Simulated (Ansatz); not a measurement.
Input for Ansatz (development build ahead of 0.2.0):

```yaml
crystal:
  periodic: [false, false, false]
  atoms:
    - { symbol: O, position_ang: [0.55361, -0.95619, -0.22824] }
    - { symbol: C, position_ang: [0.87059, 0.25795, -0.69156] }
    - { symbol: C, position_ang: [0.00467, 1.17944, -0.23466] }
    - { symbol: C, position_ang: [-0.9319, 0.45535, 0.5868] }
    - { symbol: C, position_ang: [-0.53327, -0.82795, 0.54099] }
    - { symbol: H, position_ang: [1.73146, 0.32132, -1.33486] }
    - { symbol: H, position_ang: [0.01666, 2.23627, -0.44664] }
    - { symbol: H, position_ang: [-1.77771, 0.84989, 1.12627] }
    - { symbol: H, position_ang: [-0.91686, -1.72752, 0.99042] }
basis:
  gaussian: { orbitals: def2-SVP }
magnetization:
  spin_polarized: true
  initial_magnetization: 2
hamiltonian:
  xc: hf
output:
  forces: true
```

The input is written out in the form of the current development build from the run's settings.

Output:

| Quantity | Value |
| --- | --- |
| Converged | yes |
| Total energy | -228.32540 hartree |
| Spin squared of the determinant | 2.203 |
| Stability test | minimum |

Forces (eV/Å):
```json
{"atom": "O1", "Fx": "1.577", "Fy": "-2.426", "Fz": "-0.692"}
{"atom": "C2", "Fx": "1.778", "Fy": "-0.033", "Fz": "-1.293"}
{"atom": "C3", "Fx": "-2.938", "Fy": "1.085", "Fz": "1.930"}
{"atom": "C4", "Fx": "-1.409", "Fy": "9.964", "Fz": "-0.876"}
{"atom": "C5", "Fx": "0.997", "Fy": "-8.830", "Fz": "0.971"}
{"atom": "H6", "Fx": "-0.013", "Fy": "0.067", "Fz": "-0.001"}
{"atom": "H7", "Fx": "-0.051", "Fy": "0.007", "Fz": "0.038"}
{"atom": "H8", "Fx": "0.064", "Fy": "0.063", "Fz": "-0.058"}
{"atom": "H9", "Fx": "-0.007", "Fy": "0.102", "Fz": "-0.019"}
```

Caution: another spin multiplicity may lie lower; the unrestricted determinant is spin contaminated; the determinant breaks the point group.
